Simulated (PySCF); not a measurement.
**SiFCl + HF → SiF₂ + HCl**

Level: PBE0 in the def2-TZVP basis family, all electrons, no relativity, computed in PySCF with density fitting; open shells unrestricted.

```csv
species,state and structure,ZPE (kJ/mol),H(298 K) − H(0) (kJ/mol),S° (J/(mol K))
SiFCl,"singlet, Cs, Si–Cl 2.080 Å, Si–F 1.603 Å; Cl–Si–F 100.7°",9.8,11.9,275.2
HF,"singlet, C∞v, H–F 0.920 Å",24.9,8.7,173.6
SiF₂,"singlet, C2v, Si–F 1.601 Å (×2); F–Si–F 100.6°",12.3,11.2,256.9
HCl,"singlet, C∞v, H–Cl 1.279 Å",17.9,8.7,186.6
```

(1) Is the gas-phase reaction uphill or downhill in electronic energy at this level, and by how much?

(2) Add zero-point, thermal and entropy terms for 298.15 K and 1 bar.

Results:

(1) At PBE0/def2-TZVP, ΔE = -46.4 kJ/mol, downhill. Ligand exchange with HF takes part in thermal etching.

(2) ΔZPE = -4.5 and Δ[H(298) − H(0)] = -0.7 kJ/mol give ΔH° = -51.6 kJ/mol. ΔS° = -5.3 J/(mol K), so ΔG° = -51.6 − 298.15 × (-0.0053) = -50 kJ/mol and log₁₀K = 8.8.

Only the bonding shown was studied: isomers, or loss of a ligand pair, can lie lower.
